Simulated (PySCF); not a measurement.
Compound: C3H4F2O.
Numbering: `[CH2:1]=[CH:2][O:3][CH:4]([F:5])[F:6]` (hydrogens: H7, H8 on C1; H9 on C2; H10 on C4)

The same species was optimised twice, with GFN2-xTB and with PBE0-D3(BJ)/def2-SVP (PySCF), and the same property calculations (PySCF, gas phase) were run on both structures.

| coordinate | GFN2-xTB | PBE0-D3(BJ)/def2-SVP | change |
| --- | --- | --- | --- |
| C2–O3 (Å) | 1.377 | 1.360 | -0.017 |
| C1=C2 (Å) | 1.319 | 1.333 | +0.014 |
| O3–C4 (Å) | 1.351 | 1.364 | +0.013 |
| C4–F6 (Å) | 1.358 | 1.345 | -0.013 |
| C4–F5 (Å) | 1.339 | 1.329 | -0.010 |
| F5–C4–F6 (°) | 106.2 | 108.0 | +1.8 |
| O3–C4–F6 (°) | 112.2 | 110.9 | -1.3 |
| O3–C4–F5 (°) | 107.9 | 107.1 | -0.8 |
| C1–C2–O3 (°) | 127.6 | 127.4 | -0.2 |
| C2–O3–C4 (°) | 118.2 | 118.4 | +0.2 |
| C1–C2–O3–C4 (°) | 9 | 16 | +7 |
| C2–O3–C4–F5 (°) | 168 | 166 | -2 |

Rotational constants: A = 7668, B = 2583, C = 2109 MHz (GFN2-xTB) against A = 7674, B = 2614, C = 2116 MHz (PBE0-D3(BJ)/def2-SVP). Point groups within 0.08 Å: C1 and C1.

On the GFN2-xTB structure: lowest singlet, TDDFT (eV) 7.33 [CAM-B3LYP/def2-SVPD]; lowest triplet, Tamm–Dancoff (eV) 4.51 [CAM-B3LYP/def2-SVPD]; isotropic polarisability (au) 43.7 [CAM-B3LYP/def2-SVPD]; HOMO (eV) -9.20 [CAM-B3LYP/def2-SVPD]; LUMO (eV) 1.09 [CAM-B3LYP/def2-SVPD]; dipole (D) 2.63 [CAM-B3LYP/def2-SVPD]; HOMO (eV) -7.75 [PBE0/pcSseg-1]; LUMO (eV) 0.14 [PBE0/pcSseg-1]; dipole (D) 2.50 [PBE0/pcSseg-1]; GIAO shielding of C1 (ppm) 89.9 [PBE0/pcSseg-1]; GIAO shielding of C2 (ppm) 32.8 [PBE0/pcSseg-1]; GIAO shielding of O3 (ppm) 152.1 [PBE0/pcSseg-1]; GIAO shielding of C4 (ppm) 65.0 [PBE0/pcSseg-1]; GIAO shielding of F5/F6 (mean) (ppm) 273.3 [PBE0/pcSseg-1].

What do these properties become on the PBE0-D3(BJ)/def2-SVP structure?

```tsv
property	level	on GFN2-xTB	on PBE0-D3(BJ)/def2-SVP	change
lowest singlet, TDDFT (eV)	CAM-B3LYP/def2-SVPD	7.33	7.19	-0.14
lowest triplet, Tamm–Dancoff (eV)	CAM-B3LYP/def2-SVPD	4.51	4.38	-0.13
isotropic polarisability (au)	CAM-B3LYP/def2-SVPD	43.7	44.1	+0.4
HOMO (eV)	CAM-B3LYP/def2-SVPD	-9.20	-9.03	+0.17
LUMO (eV)	CAM-B3LYP/def2-SVPD	1.09	1.10	+0.01
dipole (D)	CAM-B3LYP/def2-SVPD	2.63	2.39	-0.24
energy, GFN2-xTB geometry as zero (kcal/mol)	CAM-B3LYP/def2-SVPD	0.0	-0.5	-0.5
HOMO (eV)	PBE0/pcSseg-1	-7.75	-7.60	+0.15
LUMO (eV)	PBE0/pcSseg-1	0.14	0.17	+0.03
dipole (D)	PBE0/pcSseg-1	2.50	2.26	-0.24
energy, GFN2-xTB geometry as zero (kcal/mol)	PBE0/pcSseg-1	0.0	-0.5	-0.5
GIAO shielding of C1 (ppm)	PBE0/pcSseg-1	89.9	87.2	-2.7
GIAO shielding of C2 (ppm)	PBE0/pcSseg-1	32.8	30.8	-2.0
GIAO shielding of O3 (ppm)	PBE0/pcSseg-1	152.1	146.4	-5.7
GIAO shielding of C4 (ppm)	PBE0/pcSseg-1	65.0	65.4	+0.4
GIAO shielding of F5/F6 (mean) (ppm)	PBE0/pcSseg-1	273.3	275.6	+2.3
```

The heavy atoms differ by 0.024 Å rms after alignment. Among bonds between heavy atoms C2–O3 changes most (-0.017 Å). Changes are differences of the printed values. Neither structure is proved a minimum here.

Shape of the structure used: `[CH2:1]=[CH:2][O:3][CH:4]([F:5])[F:6]`: C1–C2–O3–C4 16°, C2–O3–C4–F5 166°.
